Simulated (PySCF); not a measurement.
C3H5NO2.
Numbering: `[H]/[N:6]=[CH:5]\[C:3]([O:2][CH3:1])=[O:4]` (hydrogens: H7, H8, H9 on C1; H10 on C5; H11 on N6)

Structure optimised with GFN2-xTB, isolated species.

List the bond lengths, angles and torsions at this level.

```
               bond  length (bohr)
              C1–O2          2.689
              O2–C3          2.514
              C3=O4          2.279
              C3–C5          2.846
              C5=N6          2.366
C1–H7, C1–H8, C1–H9          2.060
             C5–H10          2.048
             N6–H11          1.934
```

Bonds in one row agree within 0.02 bohr and their mean is given. A selection of angles:
```
    angle  degrees
 O2–C1–H7    108.9
 O2–C1–H8    107.6
 H7–C1–H8    109.9
 H8–C1–H9    110.6
 C1–O2–C3    117.8
 O2–C3–O4    125.5
 O2–C3–C5    111.5
 O4–C3–C5    122.9
 C3–C5–N6    123.6
C3–C5–H10    116.7
N6–C5–H10    119.7
C5–N6–H11    113.5
```

Dihedral angles: C1–O2–C3–O4 0° (synperiplanar); O2–C3–C5–N6 179° (antiperiplanar); H11–N6–C5–C3 0° (synperiplanar). The mirror-image conformer, all signs reversed, is as good.

Of the pairs four or more bonds apart, O4···H9 is among the closest relative to their van der Waals radii: 2.27 Å, 84 % of the sum of Bondi's values. The C–O distances run from 1.206 Å (C3=O4, drawn double) to 1.423 Å (C1–O2, drawn single), a spread of 0.217 Å. O2 (ester single-bonded oxygen) is bent (angle 117.8°). N6 (imine nitrogen) is bent (angle 113.5°). The 6 heavy atoms lie in one plane (0.004 Å rms).

Point group: near Cs, missed by 0.36 Å at most; the miss may be what the optimiser left on a soft mode. No frequency check. The numbers are those of one conformer.

All values are computed, not measured.
